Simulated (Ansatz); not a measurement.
# SiH3O2+: two torsions

How does the energy of H₃O₂Si, SMILES O[SiH+]O, charge +1 change over two coordinates at once? A grid of runs gives the map.

Program: Ansatz 0.2.0. Level of theory: RKS B3LYP-D4/def2-TZVP. These are calculated values, not measurements.

## 1. The starting structure

SMILES `O[SiH+]O`, 6 atoms, charge 1, spin multiplicity 1.

Atoms are counted from 1 here; the program's logs count them from 0.

Bond lengths: O1–Si2 1.598 Å, O1–H4 0.979 Å, Si2–O3 1.597 Å, Si2–H5 1.470 Å, O3–H6 0.979 Å. Angles: Si2–O1–H4 132.7°, O1–Si2–O3 129.0°, O1–Si2–H5 115.5°, O3–Si2–H5 115.5°, Si2–O3–H6 132.7°.

Coordinates:

```
O    -1.15075   -0.24028   -0.85122
Si    0.19034    0.40633   -0.27206
O     1.03269   -0.01116    1.01947
H    -1.70880   -0.98793   -0.55523
H     0.72359    1.54425   -1.03391
H     0.91292   -0.71122    1.69294
```

This geometry comes from a loose relaxation at PBE in a small basis, which is not shown.

## 3. Setting up the map

- dihedral H4–O1–Si2–O3: 12 values from −180 to 150 °, periodic
- dihedral O1–Si2–O3–H6: 12 values from −180 to 150 °, periodic

Nothing else is relaxed (all other coordinates rigid). Energies count from the relaxed molecule at the same level. Points are written as (first, second).

(The set-up runs are not shown.)

## 4. The run at (0°, 0°)

input.yaml

```yaml
crystal:
  periodic: [false, false, false]
  atoms:
    - { symbol: O, position_ang: [-1.124099, -0.240036, -0.826535] }
    - { symbol: Si, position_ang: [0.188944, 0.403252, -0.269978] }
    - { symbol: O, position_ang: [1.00416, -0.015787, 0.997888] }
    - { symbol: H, position_ang: [-1.689223, -0.973551, -0.551459] }
    - { symbol: H, position_ang: [0.715305, 1.526444, -1.022061] }
    - { symbol: H, position_ang: [0.904809, -0.700225, 1.672241] }
total_charge: 1
basis:
  gaussian: { orbitals: def2-TZVP }
hamiltonian:
  xc: { name: B3LYP }
  dispersion: d4
output:
  forces: true
```

Launch:

```sh
> ansatz run input.yaml --threads 1 --pin off --max-ram 2560MiB --backend cpu --events-out ev --progress --plain --runs-dir out
```

The session goes on with these runs: the other points that were computed.

Before running it: what results should come out? Wanted: lowest point; highest computed point; largest force on an atom.

As calculated:

| quantity | value |
| --- | --- |
| lowest point | (0°, 0°), 0.0 kJ/mol |
| highest computed point | (−90°, 90°), 41.1 kJ/mol above the lowest |
| largest force on an atom (eV/Å) | 0.00 at (0°, 0°) to 1.02 at (−180°, −180°); 0.00 at the lowest point |
| time for the whole task | 2.2 min on 1 thread, shared host |

The lowest computed point is at (0°, 0°), which is the relaxed molecule at the same level itself. There are further wells near (−180°, 0°) (6.8 kJ/mol above the lowest at that grid point); (−180°, −180°) (24.6 kJ/mol above the lowest at that grid point). The highest computed point, (−90°, 90°), lies 41.1 kJ/mol above the lowest. On the interpolated surface the easiest way out of the lowest well to the well at (−180°, 0°) passes a barrier of about 17 kJ/mol. Round the minimum the two coordinates are nearly uncoupled.
